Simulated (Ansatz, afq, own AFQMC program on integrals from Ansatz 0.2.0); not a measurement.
## AFQMC, coupled cluster and functionals along a coordinate of NH3 + N, quartet

```xyz
5

N    -1.0732   -0.0184   -0.0286
H    -1.3705    0.9495   -0.0286
H    -1.3705   -0.4207    0.8517
H    -0.0607   -0.0184   -0.0286
N     1.2748   -0.0184   -0.0286
```

A hydrogen atom is moved from one rigid fragment to the other; the N1–H4 distance tells how far. The two fragments are held close together, so this isn't a minimum-energy path and the start is a compressed complex. Energies in kcal/mol count from this geometry (1.012 Å) at the same level; the start stands on UHF, each point on the determinant named.

Basis cc-pVTZ. Noble-gas cores (and the filled d shells of Ga–Kr and In–Xe) are frozen. Integrals, coupled cluster, full CI and functionals: Ansatz 0.2.0; the random walks run on the same integrals in our own AFQMC program. The CISD trial takes its coefficients from CCSD amplitudes. Released means that phaseless walkers are propagated on without the constraint, phases kept. Uncertainties: one standard error, sampling alone.

Cautions, each for one point or more: lower spins were not checked; the ph-AFQMC/CISD walk drifts between its halves.

```json
{"r(N1–H4) / Å": "1.097", "det.": "UHF", "T1": "0.016", "weight": "0.89", "⟨S²⟩": "3.77", "MP2": "5.2", "CCSD": "4.9", "CCSD(T)": "4.5"}
{"r(N1–H4) / Å": "1.139", "det.": "UHF", "T1": "0.017", "weight": "0.89", "⟨S²⟩": "3.78", "MP2": "8.9", "CCSD": "8.2", "CCSD(T)": "7.5"}
{"r(N1–H4) / Å": "1.181", "det.": "UHF", "T1": "0.017", "weight": "0.88", "⟨S²⟩": "3.79", "MP2": "12.9", "CCSD": "11.5", "CCSD(T)": "10.7"}
{"r(N1–H4) / Å": "1.224", "det.": "UHF", "T1": "0.019", "weight": "0.88", "⟨S²⟩": "3.80", "MP2": "17.0", "CCSD": "14.4", "CCSD(T)": "13.6"}
{"r(N1–H4) / Å": "1.308", "det.": "UHF", "T1": "0.025", "weight": "0.88", "⟨S²⟩": "3.79", "MP2": "23.6", "CCSD": "19.2", "CCSD(T)": "18.9"}
```

Task: Estimate the curve of phaseless AFQMC with a CISD trial, counted from the same start.

Result: 
| r(N1–H4) / Å | det. | T1 | weight | ⟨S²⟩ | ph-AFQMC/CISD |
| --- | --- | --- | --- | --- | --- |
| 1.097 | UHF | 0.016 | 0.89 | 3.77 | 4.3 ± 0.2 |
| 1.139 | UHF | 0.017 | 0.89 | 3.78 | 7.5 ± 0.2 |
| 1.181 | UHF | 0.017 | 0.88 | 3.79 | 10.7 ± 0.1 |
| 1.224 | UHF | 0.019 | 0.88 | 3.80 | 13.6 ± 0.2 |
| 1.308 | UHF | 0.025 | 0.88 | 3.79 | 19.0 ± 0.2 |

Weight is that of the determinant in the CISD state; at the start T1 is 0.014 and the weight 0.89, and ⟨S²⟩ is 3.76. Largest departures from phaseless AFQMC with a CISD trial: CCSD(T) 0.1 kcal/mol at 1.097 (on UHF) (within the noise), MP2 4.6 kcal/mol at 1.308 (on UHF), CCSD 0.8 kcal/mol at 1.224 (on UHF). The walk's constraint bias lies outside its error bars, so these are departures and not errors.

A walk keeps the symmetry of its determinant, which the program's search chose and which needn't be the lowest solution, so a lower state of the same spin and another symmetry isn't excluded.
